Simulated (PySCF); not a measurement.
# A small calculation by hand: chemical shift, span and skew from a shielding tensor

CH, SMILES [CH] (connectivity only; charge and spin as stated), charge +1, multiplicity 1. Atoms are numbered in the order given.

```xyz
2

C      0.0000     0.0000    -0.1625
H      0.0000     0.0000     0.9751
```
Charge +1, spin multiplicity 1.

Geometry: B3LYP-D3(BJ)/def2-TZVPD.

GIAO shieldings from PBE/pcSseg-2 (PySCF), non-relativistic, no solvent. The symmetric part of the tensor of C1 has the principal values -1759.2, -1759.2, 247.5 ppm. The same nucleus in TMS has σ = 181.4 ppm at this level (PySCF, at its B3LYP-D3(BJ)/def2-TZVP geometry).

Problem. Work out the isotropic shielding, the ¹³C shift against TMS, the span and the skew.

Solution. 
σ(iso) = (σ11 + σ22 + σ33)/3 = -1090.3 ppm. δ = σ(ref) − σ(iso) = 181.4 − (-1090.3) = 1271.7 ppm.
Span Ω = σ33 − σ11 = 2006.7 ppm. Skew κ = 3(σ(iso) − σ22)/Ω = 1.00, an axial tensor. Tumbling in solution averages the tensor to δ; in a static solid the shielding alone would spread this spin-1/2 line over Ω.
